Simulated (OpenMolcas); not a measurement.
# C2H7P (dimethylphosphine) at PBE/ANO-R2 (sfX2C, RICD fitting)

Aim: the vertical ionisation energy of C2H7P (dimethylphosphine) at PBE/ANO-R2 (sfX2C, RICD fitting), from 2 runs. 

The calculation is run with OpenMolcas 26.06.

### Step 1. The structure to begin with

C2H7P has 10 atoms, charge 0, and is taken as a singlet. As SMILES, `CPC`. Geometry: relaxed at PBE0-D4/def2-TZVP.

Bond lengths: C1–P2 1.844 Å, P2–C3 1.844 Å, C1–H4 1.092 Å, C1–H5 1.092 Å, C1–H6 1.092 Å, P2–H7 1.422 Å, C3–H8 1.092 Å, C3–H9 1.092 Å, C3–H10 1.092 Å. Some angles: C1–P2–C3 100.2°, C1–P2–H7 97.1°, C3–P2–H7 97.1°, P2–C1–H4 113.1°, P2–C1–H5 109.3°, P2–C1–H6 108.8°, P2–C3–H8 108.8°, P2–C3–H9 109.3°, P2–C3–H10 113.1°, H4–C1–H5 109.1°.

### Step 2. The energy at PBE/ANO-R2 (sfX2C, RICD fitting)

job.inp

```
&GATEWAY
  Coord
  10
  bohr
  C     -1.77613469     1.06344338    -1.72386486
  P      1.21271284     1.61002776    -0.01906734
  C      1.22803852    -1.15409354     2.10171560
  H     -1.97516064    -0.87261883    -2.40887169
  H     -1.89632127     2.36002227    -3.32402825
  H     -3.35152377     1.48736564    -0.45924124
  H      2.85178569     0.59874083    -1.89242843
  H     -0.17158713    -0.85963641     3.59004500
  H      3.07541588    -1.30995815     3.00670544
  H      0.80279345    -2.92331183     1.12897908
  Basis=ANO-R2
  Group=NoSym
  RICD

&SEWARD
  GridInput
  Grid=UltraFine
  End of Grid

&SCF
  KSDFT=PBE
  PrOrbitals=0
```

The run is started by

```
$ export MOLCAS_MEM=1860
$ pymolcas job.inp > job.log
```

What it wrote:

```text
--- Start Module: gateway ---
[...]
--- Stop Module: gateway /rc=_RC_ALL_IS_WELL_ ---
[...]
--- Start Module: seward ---
[...]
      Basis functions          203
--- Stop Module: seward /rc=_RC_ALL_IS_WELL_ ---
[...]
--- Start Module: scf ---
[...]
       Convergence after  13 Iterations
[...]
::    Total KS-DFT energy                            -422.4020556608
[...]
      Total spin, S                                     0.0000000000
[...]
      Total electronic charge=   34.000000
      Total            charge=   -0.000000
[...]
      Dipole Moment (debye):
      Origin of the operator (angstrom)=    0.2586    0.4031    0.0306
                   X= -6.1733E-01               Y= -1.1119E+00               Z= -1.5972E-01           Total=  1.2817E+00
      Quadrupole Moment (debye*angstrom):
[...]
--- Stop Module: scf /rc=_RC_ALL_IS_WELL_ ---
[...]
```

Wall time 4.2 min (1 thread of Arm Neoverse N1, shared host); peak memory 0.47 GiB.

### Step 3. The doublet cation at the same level

job.input

```
>>> EXPORT MOLCAS_PRINT=2

&GATEWAY
 Coord
 10
 bohr
 C     -1.77613469     1.06344338    -1.72386486
 P      1.21271284     1.61002776    -0.01906734
 C      1.22803852    -1.15409354     2.10171560
 H     -1.97516064    -0.87261883    -2.40887169
 H     -1.89632127     2.36002227    -3.32402825
 H     -3.35152377     1.48736564    -0.45924124
 H      2.85178569     0.59874083    -1.89242843
 H     -0.17158713    -0.85963641     3.59004500
 H      3.07541588    -1.30995815     3.00670544
 H      0.80279345    -2.92331183     1.12897908
 Basis=ANO-R2
 Group=NoSym
 RICD

&SEWARD
 GridInput
 Grid=UltraFine
 End of Grid

&SCF
 UHF
 Charge=1
 Spin=2
 KSDFT=PBE
 PrOrbitals=0
```

The run is started by

```
$ export MOLCAS_MEM=1860
$ pymolcas job.input > job.log
```

What it wrote:

```text
--- Start Module: gateway ---
[...]
--- Stop Module: gateway /rc=_RC_ALL_IS_WELL_ ---
[...]
--- Start Module: seward ---
[...]
      Basis functions          203
--- Stop Module: seward /rc=_RC_ALL_IS_WELL_ ---
[...]
--- Start Module: scf ---
[...]
       Convergence after  15 Iterations
[...]
::    Total KS-DFT energy                            -422.0788274355
[...]
      Total spin, S                                     0.5012525846
[...]
      Total electronic charge=   33.000000
      Total            charge=    1.000000
[...]
      Dipole Moment (debye):
      Origin of the operator (angstrom)=    0.2586    0.4031    0.0306
                   X=  8.1702E-03               Y= -3.1956E-01               Z= -1.9164E-01           Total=  3.7271E-01
      Center of Charge (angstrom)
[...]
--- Stop Module: scf /rc=_RC_ALL_IS_WELL_ ---
[...]
```

It took 8.4 min on 1 thread of Arm Neoverse N1, shared host; peak memory 0.48 GiB.

### Step 4. What came out

Level: PBE/ANO-R2 (sfX2C, RICD fitting).

| quantity | value |
| --- | --- |
| singlet C2H7P: total energy | -422.40206 Eh |
| singlet C2H7P: dipole moment | 1.28 D |
| singlet C2H7P: HOMO energy | -5.52 eV |
| singlet C2H7P: LUMO energy | -0.43 eV |
| singlet C2H7P: HOMO–LUMO gap | 5.09 eV |
| doublet cation: total energy | -422.07883 Eh |
| doublet cation: HOMO energy (highest over α and β) | -13.60 eV |
| doublet cation: LUMO energy (lowest over α and β) | -11.95 eV |
| doublet cation: ⟨S²⟩ | 0.753 |
| vertical ionisation energy (to the doublet cation) | 8.795 eV |

The vertical ionisation energy comes to 8.80 eV (849 kJ/mol). The negative HOMO energy of the first species, 5.52 eV, lies 3.27 eV below that difference. Mulliken charges (doublet cation) run from -0.15 on C1 to +0.62 on P2; they depend strongly on the basis.
